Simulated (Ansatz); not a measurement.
## How the band gap of Cs₂AgBiBr₆ (Fm-3m, No. 225) moves with the method

No measured value is used here.

| level (code) | value (eV) | cell (Å³/atom) |
|---|---|---|
| LDA (Ansatz) | ? | 33.24 |
| r²SCAN+rVV10 (Ansatz) | 1.60 | 35.48 |
| HSE06 (Ansatz) | 2.22 | 37.20 |

Problem. Complete the blanks.

Solution. 
- LDA (Ansatz, a first-principles code), value (eV): 0.95

Computed values are for a static lattice. Spin–orbit coupling is included only where a level's name says +SOC; with heavier elements it mostly lowers gaps and can invert bands.  Each level is taken at its own relaxed cell. Cutoffs and k meshes differ between the levels. Ansatz's density-functional and Hartree–Fock values are scalar-relativistic unless marked +SOC, with PAW data made under PBE.
